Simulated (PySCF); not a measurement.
Cartesian coordinates (Å):
```xyz
3

N      0.0000     0.4444     0.0000
H     -0.8046    -0.2220     0.0000
H      0.8046    -0.2219     0.0000
```
Charge 0, spin multiplicity 2.

### Question
Estimate the dipole moment, total energy and highest occupied spin orbital that PySCF 2.14.0 with TPSSh-D3(BJ)/def2-TZVP // TPSS-D3(BJ)/def2-SVP returns for this input.

### Answer

```yaml
dipole_moment: 1.93 D
total_energy: -55.9040 Ha
highest_occupied_spin_orbital: -7.95 eV
```
